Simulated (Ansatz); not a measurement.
Cost and result for the atomization energy of C$_{4}$H$_{4}$F$_{2}$ (`FCC#CCF`) (10 atoms, 9 bonds).

Cartesian coordinates in Å:
```
F 0.7096 2.3765 -1.4243
C -0.3342 1.4735 -1.3846
C -0.1104 0.4385 -0.3963
C 0.0623 -0.4313 0.4143
C 0.2702 -1.4638 1.4086
F 0.8115 -2.6064 0.8534
H -0.4345 1.0273 -2.3790
H -1.2502 2.0269 -1.1553
H 0.9554 -1.1060 2.1835
H -0.6798 -1.7352 1.8796
```

The species carries charge 0 and has multiplicity 1. Geometry: relaxed with PBE0-D4/def2-TZVP. Program: Ansatz. All runs use 4 threads of an Arm Neoverse V2 on a shared host. Times are those of one run each, without the atoms' runs, and a repeat can differ threefold. Electronic energies, without spin–orbit coupling; frozen cores. CCSD(T)/CBS adds CCSD(T) − MP2 in def2-TZVPP to the MP2 limit, and its time is that of the two runs behind it. T1 = 0.012. HSE06 is the plane-wave form, built on full-range PBE exchange.

CCSD(T)/CBS is a level of theory with its own doubt, some kJ/mol a heavy atom from the limit and from the frozen cores, so smaller differences don't rank the functionals.

```
                             level  functions  wall time
              revPBE-D4/def2-TZVPP        242      1.6 s
                BLYP-D4/def2-TZVPP        242      1.6 s
   PBE-D4/def2-TZVPP (with forces)        242      1.9 s
                PBE0-D4/def2-TZVPP        242        2 s
               HSE06-D4/def2-TZVPP        242      2.2 s
           CAM-B3LYP-D4/def2-TZVPP        242      2.6 s
r2SCAN-D4/def2-TZVPP (with forces)        242      3.6 s
             r2SCANh-D4/def2-TZVPP        242        4 s
                 B2PLYP/def2-TZVPP        242      4.4 s
                  CCSD(T)/def2-SVP        104      6.5 s
                    MP2/def2-QZVPP        462       18 s
                CCSD(T)/def2-TZVPP        242    2.8 min
                 CCSD(T)/CBS(def2)          –    3.1 min
```

What atomization energy does each give, and how far from CCSD(T)/CBS? (An estimate is asked.)

Computed: 
```json
{"level": "revPBE-D4/def2-TZVPP", "atomization (kJ/mol)": "4254.3", "difference from CCSD(T)/CBS": "39.4", "per bond": "4.4"}
{"level": "BLYP-D4/def2-TZVPP", "atomization (kJ/mol)": "4251.0", "difference from CCSD(T)/CBS": "36.1", "per bond": "4.0"}
{"level": "PBE-D4/def2-TZVPP (with forces)", "atomization (kJ/mol)": "4392.1", "difference from CCSD(T)/CBS": "177.2", "per bond": "19.7"}
{"level": "PBE0-D4/def2-TZVPP", "atomization (kJ/mol)": "4267.5", "difference from CCSD(T)/CBS": "52.6", "per bond": "5.8"}
{"level": "HSE06-D4/def2-TZVPP", "atomization (kJ/mol)": "4271.9", "difference from CCSD(T)/CBS": "57.0", "per bond": "6.3"}
{"level": "CAM-B3LYP-D4/def2-TZVPP", "atomization (kJ/mol)": "4247.5", "difference from CCSD(T)/CBS": "32.6", "per bond": "3.6"}
{"level": "r2SCAN-D4/def2-TZVPP (with forces)", "atomization (kJ/mol)": "4241.8", "difference from CCSD(T)/CBS": "26.9", "per bond": "3.0"}
{"level": "r2SCANh-D4/def2-TZVPP", "atomization (kJ/mol)": "4202.6", "difference from CCSD(T)/CBS": "-12.3", "per bond": "-1.4"}
{"level": "B2PLYP/def2-TZVPP", "atomization (kJ/mol)": "4195.5", "difference from CCSD(T)/CBS": "-19.4", "per bond": "-2.2"}
{"level": "CCSD(T)/def2-SVP", "atomization (kJ/mol)": "4033.5", "difference from CCSD(T)/CBS": "-181.4", "per bond": "-20.2"}
{"level": "MP2/def2-QZVPP", "atomization (kJ/mol)": "4306.1", "difference from CCSD(T)/CBS": "91.2", "per bond": "10.1"}
{"level": "CCSD(T)/def2-TZVPP", "atomization (kJ/mol)": "4107.3", "difference from CCSD(T)/CBS": "-107.6", "per bond": "-12.0"}
{"level": "CCSD(T)/CBS(def2)", "atomization (kJ/mol)": "4214.9", "difference from CCSD(T)/CBS": "0.0", "per bond": "0.0"}
```

At CCSD(T), def2-SVP lies −181.4 kJ/mol from the extrapolated value and def2-TZVPP −107.6 kJ/mol: correlation converges slowly with the basis, and small sets miss more of it in the bonded molecule than in its fragments. The D4 term adds +23.3 kJ/mol with B3LYP and +12.2 kJ/mol with PBE0; it sums over pairs of atoms, weighted by their polarisabilities, and B3LYP, whose exchange is more repulsive, gets the larger term. From BLYP to BHLYP (50 % exact exchange), in def2-TZVPP and without D4, the atomization energy moves by −185.0 kJ/mol: exact exchange takes away binding that semilocal exchange gives to molecules.

B3LYP here is the variant with VWN-RPA as its local correlation; programs differ in this.
